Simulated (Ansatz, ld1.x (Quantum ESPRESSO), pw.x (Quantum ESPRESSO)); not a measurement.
What a changed setting does to a pw.x run (sc Al)

Potential: norm-conserving Troullier–Martins (Kleinman–Bylander form), ld1.x (Quantum ESPRESSO) 7.5, LDA (PW92); core [Ne], reference 3s1.5 3p0; waves: 3s (bound): rc 2.00 bohr; 3d channel at 0.4 Ry: rc 1.85 bohr; 3p (bound, empty): rc 1.75 bohr; local part: the p channel; core correction: Bessel-smoothed model core, default radius (core density twice the valence density).

The reference run (k-mesh 12³, cutoffs 50/200 Ry, Fermi–Dirac 0.01 Ry, mixing_beta 0.4, conv_thr 1e-9, no spin) gives -0.31 GPa at 19.228 Å³/atom, where all-electron LAPW gives 0.27 GPa. This run, with its own iteration cap, changes nspin = 2 with starting_magnetization to 0.2.

```
&control
  calculation='scf', prefix='x', pseudo_dir='./', outdir='./tmp', tstress=.true., disk_io='none'
/
&system
  ibrav=0, nat=1, ntyp=1, ecutwfc=50, ecutrho=200, nbnd=8,
  occupations='smearing', smearing='fd', degauss=0.01, nspin=2, starting_magnetization(1)=0.2
/
&electrons
  conv_thr=1e-09, mixing_beta=0.4, electron_maxstep=70
/
ATOMIC_SPECIES
Al 1.0 Al.UPF
CELL_PARAMETERS angstrom
  2.67903284 0.00000000 0.00000000
  0.00000000 2.67903284 0.00000000
  0.00000000 0.00000000 2.67903284
ATOMIC_POSITIONS crystal
Al 0.0000 0.0000 0.0000
K_POINTS automatic
12 12 12 0 0 0
```

```bash
pw.x < Al.scf.in > Al.scf.out
```

Task: How does the run end?

Result: It converges in 7 iterations; the free energy moves by +0.0 meV/atom and the pressure by +0.00 GPa. The result is that of the reference run.

```
Message from routine setup:
     using ibrav=0 with symmetry is DISCOURAGED, use correct ibrav instead
     lattice parameter (alat)  =       5.0626  a.u.
     unit-cell volume          =     129.7570 (a.u.)^3
     number of electrons       =         3.00
     number of Kohn-Sham states=            8
     kinetic-energy cutoff     =      50.0000  Ry
     charge density cutoff     =     200.0000  Ry
     scf convergence threshold =      1.0E-09
     Exchange-correlation= PW
     atomic species   magnetization
     number of k points=    84  Fermi-Dirac smearing, width (Ry)=  0.0100
     iteration #  1     ecut=    50.00 Ry     beta= 0.40
     total energy              =      -8.72858719 Ry
     estimated scf accuracy    <       0.06037113 Ry
     total magnetization       =     0.16 Bohr mag/cell
     absolute magnetization    =     0.16 Bohr mag/cell
     iteration #  2     ecut=    50.00 Ry     beta= 0.40
     total energy              =      -8.72298483 Ry
     estimated scf accuracy    <       0.01800021 Ry
     total magnetization       =     0.11 Bohr mag/cell
     absolute magnetization    =     0.11 Bohr mag/cell
     iteration #  3     ecut=    50.00 Ry     beta= 0.40
     total energy              =      -8.72480968 Ry
     estimated scf accuracy    <       0.00007232 Ry
     total magnetization       =     0.04 Bohr mag/cell
     absolute magnetization    =     0.04 Bohr mag/cell
     iteration #  4     ecut=    50.00 Ry     beta= 0.40
     total energy              =      -8.72493726 Ry
     estimated scf accuracy    <       0.00005877 Ry
     total magnetization       =     0.00 Bohr mag/cell
     absolute magnetization    =     0.00 Bohr mag/cell
     iteration #  5     ecut=    50.00 Ry     beta= 0.40
     total energy              =      -8.72493991 Ry
     estimated scf accuracy    <       0.00000407 Ry
     total magnetization       =     0.00 Bohr mag/cell
     absolute magnetization    =     0.00 Bohr mag/cell
     iteration #  6     ecut=    50.00 Ry     beta= 0.40
     total energy              =      -8.72494113 Ry
     estimated scf accuracy    <       0.00000003 Ry
     total magnetization       =    -0.00 Bohr mag/cell
     absolute magnetization    =     0.00 Bohr mag/cell
     iteration #  7     ecut=    50.00 Ry     beta= 0.40
     the Fermi energy is     5.7735 ev
!    total energy              =      -8.72494115 Ry
     estimated scf accuracy    <          1.3E-10 Ry
     smearing contrib. (-TS)   =      -0.00223552 Ry
     The total energy is F=E-TS. E is the sum of the following terms:
     one-electron contribution =       2.55092959 Ry
     hartree contribution      =       0.03112805 Ry
     xc contribution           =      -6.26081666 Ry
     ewald contribution        =      -5.04394661 Ry
     total magnetization       =    -0.00 Bohr mag/cell
     absolute magnetization    =     0.00 Bohr mag/cell
     convergence has been achieved in   7 iterations
          total   stress  (Ry/bohr**3)                   (kbar)     P=       -3.07
     Message from routine punch:
     Nothing written, as per user request (disk_io='none')
```

The run took about 14 s on one core of a shared server CPU.
